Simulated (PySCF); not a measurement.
C4H9N2 (doublet state).
Z-matrix (Å and degrees, GFN2-xTB geometry), rows numbered from 1:
```
C 
N   1  1.4263
C   2  1.2506  1  122.87
C   3  1.5277  2  120.26  1   177.60
C   4  1.5234  3  111.13  2   148.90
N   4  1.3995  3   98.16  2   -93.48
H   1  1.0974  2  113.56  3     2.56
H   1  1.0911  2  107.97  3  -119.30
H   1  1.0907  2  108.08  3   124.45
H   3  1.0942  2  125.46  1     3.49
H   4  1.1016  3  107.69  2    26.68
H   5  1.0873  4  110.49  3   -56.97
H   5  1.0863  4  109.72  3    64.18
H   5  1.0868  4  109.32  3  -177.06
H   6  1.0164  4  111.59  3    83.80
```

The hyperfine couplings belong to this conformer and change with its torsions.

Identity: `[C@H]([NH])(/C=N/C)C` [radical].

Theory: UKS B3LYP, pcH-1 on C H N, non-relativistic, mean-field spin-orbit, GIAO in PySCF 2.14.0. One conformer (not necessarily the lowest) at the GFN2-xTB geometry, without solvent, vibrations or thermal averaging. GFN2-xTB frequencies show an imaginary mode (52i cm⁻¹), so this geometry is no minimum at that level. Couplings are sensitive to structure, and on GFN2-xTB geometries they can be far from those on DFT ones. Stability of the SCF solution: not tested.

Task: Predict the first-order ENDOR lines of N6, N2, H15, H11, H7/H8/H9, H10 and H12/H13/H14 under fast tumbling at B = 348.7 mT (X band).

Result: For S = 1/2 in fast tumbling each set of equivalent nuclei gives two lines, ν± = |νn ± a/2| to first order, with νn = g_N μN B/h and μN/h = 7.62259 MHz/T.

```tsv
nuclei	isotope	g_N	νn (MHz)	a_iso (MHz)	lower line (MHz)	upper line (MHz)
N6	14N	0.4038	1.07	29.08	13.47	15.61
N2	14N	0.4038	1.07	6.30	2.08	4.22
H15	1H	5.5857	14.85	-54.88	12.59	42.28
H11	1H	5.5857	14.85	41.66	5.98	35.67
H7/H8/H9	1H	5.5857	14.85	8.86	10.42	19.28
H10	1H	5.5857	14.85	5.23	12.23	17.46
H12/H13/H14	1H	5.5857	14.85	-0.99	14.35	15.34
```

Task: Which pairs are centred on the nuclear Larmor frequency, and which on half the coupling?

Result: Centred on νn, since |a| < 2νn: H7/H8/H9, H10 and H12/H13/H14. Centred on |a|/2 and split by 2νn: N6, N2, H15 and H11.

Task: At what field would the lower line of H15 fall to zero frequency?

Result: Where νn = |a|/2, that is B = 27.44 MHz/(5.5857 × 7.62259 MHz/T) = 644 mT, as far as first order holds there.

Class means assume fast exchange of nuclei equivalent by connectivity; if that motion is slow, each nucleus keeps its own coupling. The three 1H nuclei of mean +8.9 MHz run from -0.7 to 16.7 MHz in the frozen geometry.

The run took 41 s of wall time (with the writing of density and orbital grids) on Arm Neoverse V2, one thread, no GPU, shared host, and the process peaked at 0.85 GiB of memory.
